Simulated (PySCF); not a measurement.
# Where the electron goes

C₂H₅Al.
Z-matrix (Å and degrees, PBE0-D3(BJ)/def2-SVP geometry), rows numbered from 1:
```
C 
C   1  1.3447
Al  2  1.9450  1  120.29
H   1  1.0980  2  121.83  3    -0.02
H   1  1.0982  2  122.91  3  -179.98
H   2  1.0994  1  116.52  3   179.99
H   3  1.5925  2  117.05  1     0.19
H   3  1.5914  2  121.91  1  -179.82
```

Computed with TDDFT wB97X-D/def2-SVPD, vertical, gas phase, core orbitals frozen in the response in PySCF.

Frontier orbitals with the atoms that hold most of them (Löwdin shares over 4%, at most four atoms):

```json
{"orbital": "HOMO-3", "ε (eV)": "-12.59", "atoms": "C1 20%, Al3 19%, C2 16%, H7 13%"}
{"orbital": "HOMO-2", "ε (eV)": "-10.30", "atoms": "Al3 39%, H7 31%, H8 26%"}
{"orbital": "HOMO-1", "ε (eV)": "-10.02", "atoms": "C2 35%, Al3 23%, C1 13%, H8 9%"}
{"orbital": "HOMO", "ε (eV)": "-9.99", "atoms": "C2 42%, C1 40%, Al3 6%, H6 4%"}
{"orbital": "LUMO", "ε (eV)": "0.03", "atoms": "Al3 50%, C1 16%, C2 16%, H8 8%"}
{"orbital": "LUMO+1", "ε (eV)": "1.75", "atoms": "Al3 80%, C1 5%"}
{"orbital": "LUMO+2", "ε (eV)": "2.07", "atoms": "C2 29%, Al3 28%, C1 21%, H7 6%"}
```

Task: The HOMO–LUMO gap is 10.02 eV. Where does the response calculation put the lowest singlet, and from which orbitals?

Result: S1 is at 5.08 eV (f = 0.0015), 4.95 eV below the gap, made of HOMO-1→LUMO (97%). Without the coupling terms of the response equations the lowest excitation would equal the gap.

Next come S2 at 5.46 eV (f 0.0001), HOMO-2→LUMO (97%); S3 at 6.01 eV (f 0.191), HOMO→LUMO (98%); S4 at 6.94 eV (f 0.011), HOMO-1→LUMO+2 (88%); S5 at 7.69 eV (f 0.085), HOMO→LUMO+1 (58%), HOMO→LUMO+3 (29%).
